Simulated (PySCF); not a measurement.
HN, multiplicity 3. Atoms are numbered in the order given.

```xyz
2

N      0.0000     0.0000    -0.1299
H      0.0000     0.0000     0.9093
```
Charge 0, spin multiplicity 3.

Coordinates come from a PBE0-D3(BJ)/def2-TZVPD optimisation.

All values below come from B3LYP/def2-TZVPD in PySCF.

Mulliken values depend strongly on the basis, most of all with diffuse functions as here. ESP charges are fitted to the potential on shells at 1.4 to 2.0 van der Waals radii. Atomic charges (e):

| atom | Mulliken | ESP fit | Mulliken spin |
|---|---|---|---|
| N1 | -0.19 | -0.29 | 2.02 |
| H2 | 0.19 | 0.29 | -0.02 |
